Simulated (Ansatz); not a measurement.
Geometry optimisation, RKS PBE0-D4/def2-mTZVP (Ansatz).

Input file:

```yaml
crystal:
  periodic: [false, false, false]
  atoms:
    - { symbol: B, position_ang: [-0.858207, 0.040571, -0.613751] }
    - { symbol: "N", position_ang: [1.954152, 0.374086, -0.346385] }
    - { symbol: H, position_ang: [-0.749423, -0.785753, -1.472135] }
    - { symbol: H, position_ang: [-1.033817, 1.179108, -0.937661] }
    - { symbol: H, position_ang: [1.325382, 0.038143, 0.379135] }
    - { symbol: C, position_ang: [-0.952967, -0.386276, 0.906127] }
    - { symbol: H, position_ang: [1.634538, 1.294063, -0.630212] }
    - { symbol: H, position_ang: [1.865647, -0.24517, -1.144976] }
    - { symbol: H, position_ang: [-2.030881, -0.564598, 1.064653] }
    - { symbol: H, position_ang: [-0.685849, 0.38791, 1.630771] }
    - { symbol: H, position_ang: [-0.468574, -1.331983, 1.164435] }
basis:
  gaussian: { orbitals: def2-mTZVP }
hamiltonian:
  xc: pbe0
  dispersion: d4
relax:
  f_tol: 0.03
  max_steps: 50
```

Run as:

```bash
$ ansatz run input.yaml --threads 2 --pin off --max-ram 3072MiB --backend cpu --events-out ev --progress --plain --runs-dir out
```

Where does it end, and by what steps?

The run converged. After 13 steps the energy has fallen by 1.235 eV; H5 moved furthest, 0.78 Å. Joined: B1–N2.

```
step  energy less start (eV)  largest force component (eV/Å)  accepted
   0                  0.0000                           0.575       yes
   1                 -0.0238                           0.790       yes
   2                 -0.0202                           1.245        no
   3                 -0.0434                           0.645       yes
   4                 -0.0578                           0.500       yes
   5                 -0.0674                           0.410       yes
   6                 -0.0897                           0.436       yes
   7                 -0.2222                           1.867       yes
   8                 -0.7728                           1.487       yes
   9                 -0.8722                           4.866       yes
  10                 -1.1730                           0.848       yes
  11                 -1.1964                           0.592       yes
  12                 -1.2337                           0.053       yes
  13                 -1.2348                           0.018       yes
```

```xyz
11
Properties=species:S:1:pos:R:3
B -0.399 -0.027 -0.578
N 1.218 0.274 -0.471
H -0.465 -1.007 -1.296
H -0.843 0.965 -1.126
H 1.707 -0.501 -0.030
C -0.940 -0.259 0.915
H 1.403 1.108 0.081
H 1.626 0.415 -1.392
H -2.019 -0.439 0.900
H -0.791 0.602 1.582
H -0.498 -1.133 1.414
```

Run time: 19 s on 2 threads of Arm Neoverse V2 (shared host), peak memory 0.14 GiB.
